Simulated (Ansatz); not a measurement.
A made-up structure of CH₅AlB, doublet:

```json
{"atom": "B1", "x (Å)": "1.0388", "y (Å)": "-1.0194", "z (Å)": "0.4789"}
{"atom": "C2", "x (Å)": "-0.3766", "y (Å)": "0.3134", "z (Å)": "0.4971"}
{"atom": "Al3", "x (Å)": "-0.8460", "y (Å)": "0.9700", "z (Å)": "-0.7581"}
{"atom": "H4", "x (Å)": "-2.2746", "y (Å)": "0.7680", "z (Å)": "-1.2364"}
{"atom": "H5", "x (Å)": "0.0842", "y (Å)": "1.7766", "z (Å)": "-1.6495"}
{"atom": "H6", "x (Å)": "-0.9206", "y (Å)": "0.4236", "z (Å)": "1.4371"}
{"atom": "H7", "x (Å)": "1.7279", "y (Å)": "-1.0967", "z (Å)": "-0.4385"}
{"atom": "H8", "x (Å)": "1.1598", "y (Å)": "-1.7158", "z (Å)": "1.3861"}
```

It is relaxed with PBE-D4/def2-SVP and then PBE0-D4/def2-TZVP (Ansatz 0.2.0). Atoms count as bonded within 1.22 times the sum of their covalent radii (H–H: 0.88 Å). The end point is not checked to be a true minimum.

(1) Does its bonding change? (Judge from chemistry; the calculation decides.)

Answers

(1) Computed: Yes. Formed: B1–C2; broken: none.

Where it ends: The first stage lowers the energy by 4.69 eV in 17 steps. It ends as CH₅AlB ([BH2][CH][AlH2]):
B1  (1.005, -0.804, 0.586)
C2  (-0.218, 0.050, 0.641)
Al3  (-0.923, 0.924, -0.947)
H4  (-2.418, 1.450, -0.932)
H5  (0.004, 1.083, -2.221)
H6  (-0.857, 0.076, 1.525)
H7  (2.068, -0.381, 0.221)
H8  (0.932, -1.979, 0.844)
(Å)

Labels in which every atom is bracketed show which atoms are joined, not bond orders.

For scale, one of the runs: PBE0-D4/def2-TZVP relaxation, 129 basis functions, launched by `ansatz run in.yaml --threads 2 --pin off --events-out ev --progress --plain --max-ram 4352MiB`. Hardware: 2 CPU threads of an Arm Neoverse V2, shared host. Wall time about 33 s.
